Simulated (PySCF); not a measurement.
Molecule: `O=[PH](O)O`, H3O3P.

Cartesian coordinates in Å; atom numbers follow the order of the lines, from 1:
```xyz
7

O     0.5227   -0.6684   -1.4999
P    -0.1206   -0.3556   -0.2127
O    -1.0292    0.9758   -0.2124
O     0.8857   -0.1000    1.0355
H    -0.9763   -1.3412    0.3228
H    -0.9823    1.4532    0.6255
H     1.7984   -0.0560    0.7182
```

Geometry PBE0-D3(BJ)/def2-SVP throughout; GIAO in PySCF 2.14.0 with density-fitted response routines, gas phase, one conformer, non-relativistic; equivalent atoms averaged; functional PBE0.

(1) How do the shifts δ (against H2O, H3PO4, TMS at the same level) depend on the basis set? (ppm; last column core-seconds on shared hosts with different chips, so compare them loosely)

(2) Which nucleus moves most, in ppm?

(3) Taking the largest basis, pcSseg-2 (193 functions), as the yardstick, rank the others by their worst heavy-atom deviation.

Results:

(1) 
```csv
basis set,functions,O1,O3/O4,P2,H5,H6/H7,core-s
STO-3G,27,63.4,-5.1,-40.3,4.09,-1.20,1.3
6-31G,46,148.4,94.3,-19.2,7.40,2.26,2.4
pcSseg-0,46,194.0,101.1,-29.5,8.20,1.93,2.1
6-31G*,66,140.4,101.2,-0.6,7.05,2.81,3.2
def2-SVP,75,164.3,113.6,-8.0,7.07,2.57,3.3
cc-pVDZ,75,170.0,114.5,-5.8,7.08,2.42,3.5
pcSseg-1,90,185.5,123.3,-5.8,7.25,3.16,4.2
aug-cc-pVDZ,123,154.4,113.4,-10.3,7.75,2.92,6
"6-311+G(2d,p)",134,162.8,122.4,-5.8,7.63,2.97,7.1
def2-TZVP,148,170.7,127.5,-4.8,7.45,2.97,8.3
cc-pVTZ,166,172.0,123.1,-5.3,7.45,3.15,10
IGLO-III,179,171.8,126.4,-3.9,7.59,3.19,10
pcSseg-2,193,171.4,125.6,-4.0,7.38,3.36,15
```

(2) O3/O4 (oxygen bonded to P, H): from -5.1 ppm with STO-3G to 127.5 ppm with def2-TZVP. The smallest spread is 4.11 ppm, at H5.

(3) IGLO-III 0.8 ppm (179 functions), def2-TZVP 1.9 ppm (148 functions), cc-pVTZ 2.5 ppm (166 functions), 6-311+G(2d,p) 8.6 ppm (134 functions), cc-pVDZ 11.1 ppm (75 functions), def2-SVP 12.0 ppm (75 functions), pcSseg-1 14.1 ppm (90 functions), aug-cc-pVDZ 17.0 ppm (123 functions), pcSseg-0 25.6 ppm (46 functions), 6-31G* 31.0 ppm (66 functions), 6-31G 31.3 ppm (46 functions), STO-3G 130.7 ppm (27 functions).

A small basis that lands close on one nucleus may do so by chance; judge by the trend and by all nuclei.
